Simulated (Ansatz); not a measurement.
Species: C3H7O, net charge 0, doublet state. It need not be the lowest isomer of its formula. SMILES: [CH2]OCC
Geometry from a B3LYP-D3(BJ)/def2-TZVP (Ansatz, a program for electronic structure) optimisation:
```xyz
11

O      0.1665    -0.7093     0.1652
C     -0.0138     0.6792    -0.1182
C      1.4396    -1.1572     0.0994
C     -1.4905     0.9946    -0.0588
H      0.5477     1.2666     0.6160
H      0.3972     0.8950    -1.1115
H      2.1572    -0.5996    -0.4916
H      1.5421    -2.2189     0.2624
H     -2.0409     0.4061    -0.7938
H     -1.8914     0.7728     0.9309
H     -1.6552     2.0527    -0.2691
```
Charge 0, spin multiplicity 2.

Parts of the frozen-core correlation energy in cc-pVDZ (Ansatz, hartree). Frozen orbitals: 4; correlated occupied orbitals by spin: 13 and 12; virtual: 74 and 75. UHF or UKS for open shells. Spin-orbit coupling is left out. Non-relativistic.

```
term                            value
-------------------------  ----------
reference (HF)             -192.49220
MP2 opposite-spin            -0.44996
MP2 same-spin                -0.14068
CCSD correlation             -0.64184
(T)                          -0.01723
T1 diagnostic                   0.015
largest doubles amplitude       0.020
<S^2> of the reference          0.761
```
